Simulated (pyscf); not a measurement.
Single points on ωB97X-D3(BJ)/def2-SVP structures (PySCF, gas phase).

O=Ta(=O)–Cl + ammonia (NH₃) → H₂N–Ta(=O)(OH)–Cl
Surface: singlet. Broken: H–N. Formed: H–O, N–Ta. Give ΔE‡ and ΔE from r²SCAN/def2-TZVP, relative to the separated reactants.

ΔE‡ = -29.3 kcal/mol, ΔE = -73.7 kcal/mol. ωB97M-D3(BJ)/def2-TZVP gives -28.0 kcal/mol and -75.6 kcal/mol. Zero-point energy shifts the barrier by -0.8 kcal/mol. It is an addition across a multiple bond or ene-type step, with an imaginary mode of 1744i cm⁻¹. On the reactant side the descent ends in an adduct with a N–Ta contact, 58.4 kcal/mol under the separated species and 26.9 kcal/mol under the saddle at ωB97X-D3(BJ)/def2-TZVP. At r²SCAN the saddle lies under the separated reactants, which points to a path from their complex (located at ωB97X-D3(BJ) alone). What is counted as formed (N–Ta) is already present as a longer contact in the reactant adduct; forming that adduct is a step of its own. At the saddle there is also a short H–Ta contact that neither side keeps. At ωB97X-D3(BJ)/def2-TZVP the barrier from the zero used here is -31.6 kcal/mol. One saddle was located; it need not be the lowest between these sides. Elements past Kr carry the def2 core potentials, without spin-orbit coupling.
